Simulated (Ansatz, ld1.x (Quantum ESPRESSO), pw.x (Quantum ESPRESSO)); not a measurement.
**What a changed setting does to a pw.x run (diamond Cr)**

Potential: ultrasoft, ld1.x (Quantum ESPRESSO) 7.5, PBEsol; core [Ar], reference 3d5 4s1 4p0; waves: 4s (bound): rcut 2.30, rcutus 2.50 bohr; 4s channel at 0.55 Ry: rcut 2.30, rcutus 2.50 bohr; 4p (bound, empty): rcut 2.90, rcutus 3.90 bohr; 4p channel at 0.5 Ry: rcut 2.90, rcutus 3.90 bohr; 3d (bound): rcut 1.45, rcutus 1.80 bohr; 3d channel at 0.7 Ry: rcut 1.45, rcutus 1.80 bohr; local part: all-electron potential smoothed inside 2.55 bohr (lloc = -1); core correction: Bessel-smoothed model core inside 1.10 bohr; augmentation: PSQ, inside the norm-conserving radii.

The reference run (k-mesh 9³, cutoffs 60/480 Ry, Fermi–Dirac 0.01 Ry, mixing_beta 0.4, conv_thr 1e-9, no spin) gives -1.07 GPa at 15.783 Å³/atom, where all-electron LAPW gives 0.01 GPa. This run, with its own iteration cap, changes smearing to mp.

```
&control
  calculation='scf', prefix='x', pseudo_dir='./', outdir='./tmp', tstress=.true., disk_io='none'
/
&system
  ibrav=0, nat=2, ntyp=1, ecutwfc=60, ecutrho=480, nbnd=14,
  occupations='smearing', smearing='mp', degauss=0.01
/
&electrons
  conv_thr=1e-09, mixing_beta=0.4, electron_maxstep=60
/
ATOMIC_SPECIES
Cr 1.0 Cr.UPF
CELL_PARAMETERS angstrom
  0.00000000 2.50839842 2.50839842
  2.50839842 0.00000000 2.50839842
  2.50839842 2.50839842 0.00000000
ATOMIC_POSITIONS crystal
Cr 0.0000 0.0000 0.0000
Cr 0.2500 0.2500 0.2500
K_POINTS automatic
9 9 9 0 0 0
```

```bash
pw.x < Cr.scf.in > Cr.scf.out
```

Q: How does the run end?

A: It converges in 7 iterations; the free energy moves by +59.0 meV/atom and the pressure by -0.84 GPa. This scheme is built to cancel the term in the square of the width that Fermi–Dirac smearing leaves in the F of a metal.

```
Message from routine setup:
     using ibrav=0 with symmetry is DISCOURAGED, use correct ibrav instead
     lattice parameter (alat)  =       6.7036  a.u.
     unit-cell volume          =     213.0179 (a.u.)^3
     number of electrons       =        12.00
     number of Kohn-Sham states=           14
     kinetic-energy cutoff     =      60.0000  Ry
     charge density cutoff     =     480.0000  Ry
     scf convergence threshold =      1.0E-09
     Exchange-correlation= PBESOL
     number of k points=    35  Methfessel-Paxton smearing, width (Ry)=  0.0100
     iteration #  1     ecut=    60.00 Ry     beta= 0.40
     total energy              =     -78.10245366 Ry
     estimated scf accuracy    <       0.29026128 Ry
     iteration #  2     ecut=    60.00 Ry     beta= 0.40
     total energy              =     -78.17021922 Ry
     estimated scf accuracy    <       0.02969943 Ry
     iteration #  3     ecut=    60.00 Ry     beta= 0.40
     total energy              =     -78.17353287 Ry
     estimated scf accuracy    <       0.00347058 Ry
     iteration #  4     ecut=    60.00 Ry     beta= 0.40
     total energy              =     -78.17364511 Ry
     estimated scf accuracy    <       0.00005025 Ry
     iteration #  5     ecut=    60.00 Ry     beta= 0.40
     total energy              =     -78.17365659 Ry
     estimated scf accuracy    <       0.00001471 Ry
     iteration #  6     ecut=    60.00 Ry     beta= 0.40
     total energy              =     -78.17365926 Ry
     estimated scf accuracy    <       0.00000007 Ry
     iteration #  7     ecut=    60.00 Ry     beta= 0.40
     the Fermi energy is     8.2866 ev
!    total energy              =     -78.17365928 Ry
     estimated scf accuracy    <          9.9E-10 Ry
     smearing contrib. (-TS)   =      -0.00018007 Ry
     The total energy is F=E-TS. E is the sum of the following terms:
     one-electron contribution =       7.98010782 Ry
     hartree contribution      =       8.32043942 Ry
     xc contribution           =     -53.56324183 Ry
     ewald contribution        =     -40.91078463 Ry
     convergence has been achieved in   7 iterations
          total   stress  (Ry/bohr**3)                   (kbar)     P=      -19.19
     Message from routine punch:
     Nothing written, as per user request (disk_io='none')
```

The run took about 15 s on one core of a shared host (Neoverse-V1, 32 threads, 247 GiB, load 34).
